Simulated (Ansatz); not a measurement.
Species: CH3O (charge 0, doublet). It need not be the lowest isomer of its formula. 
Structure (B3LYP-D3(BJ)/def2-TZVP (Ansatz, a quantum-chemistry and plane-wave program) minimum search):
```xyz
5

C      0.0422    -0.5697     0.0421
O     -0.0449     0.7878    -0.0350
H      1.0743    -0.9437    -0.0130
H     -0.4948    -0.9923     0.9030
H     -0.4741    -0.9483    -0.8625
```
Charge 0, spin multiplicity 2.

Total electronic energies in hartree. Valence correlation only, unless marked. UHF or UKS for open shells. No spin-orbit coupling. No relativistic terms. FCI takes restricted orbitals. CBS(X,Y): correlation extrapolated as X^-3; Hartree-Fock from the larger set. [CCSD(T)-MP2]/basis is that difference in the basis named.

```
level                                                                 program  energy (Eh)
-------------------------------------------------------------  --------------  -----------
HF/6-31G*                                                              Ansatz   -114.41972
HF/def2-SVP                                                            Ansatz   -114.33182
B3LYP-D4/def2-TZVPD                                            Ansatz + dftd4   -115.10713
wB97X-V/def2-TZVPD                                                     Ansatz   -115.05883
B2PLYP-D4/def2-TZVPD                                           Ansatz + dftd4   -115.00867
B2PLYP/def2-TZVPD                                                      Ansatz   -115.00786
PBE-QIDH/def2-TZVPD                                                    Ansatz   -114.94630
CCSD/aug-cc-pVDZ                                                       Ansatz   -114.77535
CCSD(T)/6-31G*                                                         Ansatz   -114.72092
CCSD(T)/def2-SVP                                                       Ansatz   -114.65579
CCSD(T)/aug-cc-pVTZ                                                    Ansatz   -114.88495
CCSD(T)/cc-pVTZ                                                        Ansatz   -114.87469
FCI/STO-3G                                                             Ansatz   -113.04701
RI-MP2/CBS(aug-cc-pVTZ,aug-cc-pVQZ)+[CCSD(T)-MP2]/aug-cc-pVTZ          Ansatz    -114.9345
RI-MP2/CBS(def2-TZVPP,def2-QZVPP)+[CCSD(T)-MP2]/def2-TZVPP             Ansatz    -114.9341
```

Totals of different functionals don't rank their quality; only differences between species are comparable.
